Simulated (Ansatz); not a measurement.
**Worked example: correlation energy of Ge–NH$_{2}$, doublet**

Geometry: a PBE0/def2-TZVP stationary point for this spin, not checked as a minimum.

```xyz
4

Ge    0.0000    0.0000    0.3411
N     0.0000    0.0000   -1.4753
H     0.0000    0.8361   -2.0406
H     0.0000   -0.8361   -2.0406
```

Basis cc-pVDZ; Ansatz 0.2.0. Correlated methods freeze the noble-gas cores and the filled d shells of p-block atoms, which leaves 11 electrons in 36 orbitals. R marks a restricted (for open shells ROHF) determinant, U an unrestricted one. No spin–orbit coupling is included, and no scalar relativity.

Full CI isn't at hand for all of this; UCCSDT(Q) serves as the reference, and is uncertain by about the last step of the cluster series.

Runs differ by some tens of microhartree through their thresholds and, for an open shell, their frozen cores, so steps under 0.03 kcal/mol mean nothing.

| level | total energy (hartree) |
| --- | --- |
| UHF | -2130.938172 |
| UMP2 | -2131.174153 |
| UCCSD | -2131.196990 |
| UCCSD(T) | -2131.204732 |
| UCCSDT | -2131.205431 |
| UCCSDT(Q) | -2131.206218 |

Task: What is the correlation energy at UCCSDT(Q), and what share of it do UMP2 and UCCSD recover?

Result: E(corr) = -2131.206218 − (-2130.938172) = -0.268046 hartree = -7.294 eV. UMP2: -0.235981 / -0.268046 = 88.04 %. UCCSD: -0.258818 / -0.268046 = 96.56 %.

Task: By how many kcal/mol does UCCSD(T) miss UCCSDT(Q) (1 hartree = 627.509 kcal/mol), and which steps make up the rest?

Result: -2131.204732 − (-2131.206218) = 0.001486 hartree = 0.93 kcal/mol. Steps: UCCSDT − UCCSD(T) = -0.44, UCCSDT(Q) − UCCSDT = -0.49 kcal/mol. Differences between like states or geometries often cancel part of this.
